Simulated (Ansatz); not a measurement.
# C3H5NS: a ladder of functionals and wavefunction methods

The task here is to estimate one member of a computed series from the others.

Program: Ansatz 0.2.0, Gaussian basis. Level of theory: functionals in def2-TZVPP, the program's frozen cores in correlated methods. These are calculated values, not measurements.

Plan: PBE-D4, r2SCAN-D4, PBE0-D4, B3LYP-D4, ωB97X-V, ωB97M-V, B2PLYP; CCSD(T)/def2-TZVPP; MP2/def2-QZVPP; extrapolation to the limit.

**The relaxed structure**

The geometry comes from an earlier relaxation with PBE0-D4 in a triple-zeta def2 set; it is a stationary point, not always the lowest conformer.

SMILES `C1=NCCS1`, 10 atoms, charge 0, spin multiplicity 1.

Atoms are counted from 1 here; the program's logs count them from 0.

Bond lengths: C1–N2 1.261 Å, C1–S5 1.760 Å, C1–H6 1.087 Å, N2–C3 1.452 Å, C3–C4 1.535 Å, C3–H7 1.097 Å, C3–H8 1.092 Å, C4–S5 1.813 Å, C4–H9 1.089 Å, C4–H10 1.092 Å. Angles: N2–C1–S5 119.2°, N2–C1–H6 122.6°, S5–C1–H6 118.2°, C1–N2–C3 111.4°, N2–C3–C4 110.3°, N2–C3–H7 107.4°, N2–C3–H8 109.9°, C4–C3–H7 110.9°, C4–C3–H8 111.1°, H7–C3–H8 107.2°, C3–C4–S5 104.8°, C3–C4–H9 112.6°, C3–C4–H10 112.0°, S5–C4–H9 109.8°, S5–C4–H10 108.5°, H9–C4–H10 108.9°, C1–S5–C4 88.6°.

Geometry (Å):

```xyz
10
C3H5NS
C    -1.4961    0.3945   -0.2743
N    -1.1596   -0.6748    0.3028
C     0.2808   -0.8599    0.2797
C     0.9852    0.4731   -0.0074
S    -0.2459    1.4674   -0.8930
H    -2.5347    0.6797   -0.4183
H     0.5037   -1.5962   -0.5019
H     0.6164   -1.2849    1.2279
H     1.8753    0.3530   -0.6233
H     1.2578    0.9968    0.9108
```

Set-up of the first run:

File in.yaml:

```yaml
crystal:
  periodic: [false, false, false]
  atoms:
    - {symbol: C, position_ang: [-1.496112, 0.394530, -0.274299]}
    - {symbol: N, position_ang: [-1.159570, -0.674813, 0.302819]}
    - {symbol: C, position_ang: [0.280822, -0.859868, 0.279676]}
    - {symbol: C, position_ang: [0.985250, 0.473148, -0.007381]}
    - {symbol: S, position_ang: [-0.245900, 1.467415, -0.892966]}
    - {symbol: H, position_ang: [-2.534696, 0.679655, -0.418324]}
    - {symbol: H, position_ang: [0.503666, -1.596216, -0.501921]}
    - {symbol: H, position_ang: [0.616403, -1.284927, 1.227870]}
    - {symbol: H, position_ang: [1.875307, 0.353020, -0.623326]}
    - {symbol: H, position_ang: [1.257830, 0.996755, 0.910751]}
basis:
  gaussian: {orbitals: def2-TZVPP}
hamiltonian: {xc: pbe, dispersion: d4}
output: {forces: true, orbitals: {seedname: orbitals}}
```

On the command line:

```sh
$ ansatz run in.yaml --threads 4 --pin off --events-out ev --progress --plain --max-ram 10444MiB
```

Among the steps run: PBE-D4 (GGA); r2SCAN-D4 (meta-GGA); PBE0-D4 (hybrid); B3LYP-D4 (hybrid); ωB97X-V (range-separated); ωB97M-V (range-separated); B2PLYP (double hybrid); CCSD(T) in def2-TZVPP; MP2 in def2-QZVPP.

One table of the session follows, with a row left open; its other results are not shown here.

| method | atomisation energy (kJ/mol) |
| --- | --- |
| PBE-D4 | 4200.6 |
| r2SCAN-D4 | 4060.0 |
| PBE0-D4 | 4097.7 |
| B3LYP-D4 | 4046.9 |
| ωB97X-V | 4060.3 |
| ωB97M-V | 4062.8 |
| B2PLYP | 4000.8 |
| HF/def2-TZVPP | 2808.4 |
| MP2/def2-TZVPP | 4008.7 |
| CCSD/def2-TZVPP | 3834.9 |
| CCSD(T)/def2-TZVPP | ? |
| MP2/CBS | 4123.6 |
| CCSD(T)/CBS | 4033.5 |

Estimate the missing values for CCSD(T)/def2-TZVPP.

The run gave: atomisation energy (kJ/mol): 3918.5. In the column «atomisation energy (kJ/mol)» it lies between CCSD/def2-TZVPP (3834.9) and B2PLYP (4000.8).
